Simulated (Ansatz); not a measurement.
Reaction (SMILES): B([SiH2]C)(O)O → OB(O)[SiH2] + [CH3] (CH3) (the C-Si bond breaks)

Wanted: bond dissociation energy (electronic), in kcal/mol. Terms: six Cartesian d functions in 6-31G* and its kin unless marked 5d; frozen cores in correlated levels; non-relativistic; UHF or UKS for open shells; dispersion terms only where a functional's name holds one; no spin-orbit coupling. CBS marks a two-point X^-3 extrapolation of the correlation energy; Hartree-Fock from the larger set. Ab initio and DFT rows: single points at B3LYP-D3(BJ) geometries (Ansatz, a quantum-chemistry and plane-wave program).

```json
[
 {"species": "C[SiH2]B(O)O", "coefficient": "-1", "E at B3LYP/6-31G* (Ansatz), Eh": "-507.20831", "E at wB97M-V/def2-TZVPD (Ansatz), Eh": "-507.20904"},
 {"species": "OB(O)[SiH2]", "coefficient": "+1", "E at B3LYP/6-31G* (Ansatz), Eh": "-467.23839", "E at wB97M-V/def2-TZVPD (Ansatz), Eh": "-467.24855"},
 {"species": "[CH3] (CH3)", "coefficient": "+1", "E at B3LYP/6-31G* (Ansatz), Eh": "-39.83826", "E at wB97M-V/def2-TZVPD (Ansatz), Eh": "-39.81778"}
]
```

Coupled cluster (Ansatz) is a level with limits of its own, used here on species with T1 under 0.025 (0.045 for open shells) and stable references: CCSD(T)/CBS(aug-cc-pV(T+d)Z,aug-cc-pV(Q+d)Z). Value to compare with, CCSD(T)/CBS(aug-cc-pV(T+d)Z,aug-cc-pV(Q+d)Z) (Ansatz): 88.5 kcal/mol. 1 Eh = 627.5095 kcal/mol.

Task: Compute it at each level from the table, and compare with CCSD(T)/CBS(aug-cc-pV(T+d)Z,aug-cc-pV(Q+d)Z) (Ansatz).

Result: 
- B3LYP/6-31G*: the sum of coefficient times E is 0.13166 Eh, or 82.62 kcal/mol. Result: 82.6 kcal/mol. Its difference against CCSD(T)/CBS(aug-cc-pV(T+d)Z,aug-cc-pV(Q+d)Z) (Ansatz) is -5.9 kcal/mol.
- wB97M-V/def2-TZVPD: the sum of coefficient times E is 0.14271 Eh, or 89.55 kcal/mol. Result: 89.6 kcal/mol. Its difference against CCSD(T)/CBS(aug-cc-pV(T+d)Z,aug-cc-pV(Q+d)Z) (Ansatz) is 1.1 kcal/mol.
